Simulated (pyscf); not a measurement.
## Four-centre exchange: Cl–GaH–Cl + H₂ → HCl + Cl–GaH₂

Gas phase, singlet surface, charge 0. Bonds broken: Cl1–Ga2, H5–H6. Bonds formed: Cl1–H5, Ga2–H6. PySCF, gas phase, ωB97X-D3(BJ)/def2-SVP geometries.

Transition state (Å):

```xyz
6

Cl     0.0812     0.3179     1.4130
Ga    -1.6322    -0.2397    -0.2416
Cl    -1.3827    -2.3018    -0.7462
H     -2.9649     0.4460     0.1204
H      0.0241     0.6860    -0.0580
H     -0.4759     0.6825    -1.0711
```

One imaginary mode, 1097i cm⁻¹; descent along it reached the two sides named, in the forms told below.

| bond | change | reactant side (Å) | saddle | product side |
|---|---|---|---|---|
| Cl1–Ga2 | breaks | 2.136 | 2.446 | 2.7 |
| H5–H6 | breaks | 0.763 | 1.130 | 3.6 |
| Cl1–H5 | forms | 3.2 | 1.517 | 1.297 |
| Ga2–H6 | forms | 2.540 | 1.696 | 1.554 |

Electronic energies relative to the separated reactants (kJ/mol):

```csv
level,barrier,reaction energy,reverse barrier
ωB97X-D3(BJ)/def2-TZVP,134.3,+110.6,23.6
PBE/def2-TZVP,109.0,+99.2,9.8
r²SCAN/def2-TZVP,115.3,+107.6,7.6
B3LYP-D3(BJ)/def2-TZVP,129.3,+102.7,26.6
PBE0-D3(BJ)/def2-TZVP,115.9,+101.4,14.5
M06-2X/def2-TZVP,139.0,+118.8,20.2
ωB97M-D3(BJ)/def2-TZVP,133.2,+97.5,35.7
HF/def2-TZVP,189.2,+97.8,91.3
```

With ωB97M-D3(BJ)/def2-TZVP energies and thermal terms (ideal gas, 1 atm, RRHO with modes under 100 cm⁻¹ raised to 100, one conformer, R ln 2 for chiral ones without a mode under 150 cm⁻¹), in kJ/mol:

```csv
T (K),ΔH‡,ΔG‡,ΔH,ΔG
298,133.7,167.9,+100.5,+94.3
600,129.9,204.2,+97.6,+89.3
900,129.3,241.6,+95.9,+85.6
1200,130.3,278.9,+95.0,+82.3
```

On the product side the descent ends in an adduct with a Cl–Ga contact, 37.2 kJ/mol under the separated species and 60.9 kJ/mol under the saddle at ωB97X-D3(BJ)/def2-TZVP. What is counted as broken (Cl–Ga) persists as a longer contact in the product adduct; parting that adduct is a step of its own. This is the saddle that the search found; another between the same sides may lie lower. Elements up to Kr have no core potential and no relativistic terms here.
